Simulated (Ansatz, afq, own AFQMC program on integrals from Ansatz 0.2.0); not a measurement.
**Where AFQMC and coupled cluster stand for CH$_{3}$B, singlet**

```yaml
atoms:
  - { symbol: B, position_ang: [0.0000, 0.0000, 0.6819] }
  - { symbol: C, position_ang: [0.0000, 0.0000, -0.5751] }
  - { symbol: H, position_ang: [0.0000, 0.0000, 1.8572] }
  - { symbol: H, position_ang: [0.0000, 0.9159, -1.1590] }
  - { symbol: H, position_ang: [0.0000, -0.9159, -1.1590] }
```

Connectivity, by distances: BH–CH2.

Basis cc-pVDZ. Noble-gas cores (and the filled d shells of Ga–Kr and In–Xe) are frozen. Ansatz 0.2.0 and our own AFQMC program on the same integrals; the CISD trial comes from CCSD amplitudes, and released means the phaseless constraint is let go. Free AFQMC starts from the CCSD state and is never constrained. Its projection time is finite, and what remains of the start isn't in its error. Error bars are statistical, one sigma.

Determinant: RHF, the one that the program's search chose, which needn't be the lowest solution. The geometry is a point of a scan.

No full CI on the walks' own integrals is used here; CCSDT(Q) serves as the reference and is uncertain by about the last step of the cluster series.

The T1 diagnostic is 0.0121, the weight of the determinant in the CISD state is 0.898 and the size of the correlated space is 10 electrons in 41 orbitals.

```json
{"level": "MP2", "correlation energy (eV)": "-5.6822"}
{"level": "CCSD", "correlation energy (eV)": "-6.4319"}
{"level": "CCSD(T)", "correlation energy (eV)": "-6.6270"}
```

Question: Estimate where free-projection AFQMC lies against CCSD(T) on the same integrals.

Answer: 3.0 ± 1.3 kJ/mol below CCSD(T).

Reference: CCSDT(Q), correlation energy -6.657 eV. The released energy is read at 2.40 1/Eh (meV from the phaseless value at times in 1/Eh: 8 ± 12 at 0.24, 1 ± 12 at 0.51, -5 ± 10 at 0.99, -9 ± 11 at 1.62, -17 ± 12 at 2.40).

```csv
level,E − E(reference) (kJ/mol),share of correlation (%)
CCSD(T),2.9,99.54
CCSDT,1.1,99.83
ph-AFQMC/CISD,0.3 ± 1.0,99.95
released AFQMC,-1.3 ± 1.1,100.21
free AFQMC,0.0 ± 1.3,100.00
```

Free projections are given only where their last times agree within the noise and don't stop above the reference; a slow remainder of the start can still hide under it. A walk keeps the symmetry of its determinant, which the program's search chose and which needn't be the lowest solution, so a lower state of the same spin and another symmetry isn't excluded. Released energies are given only where the last usable release times agree within the noise; a slower fall can still hide under it.
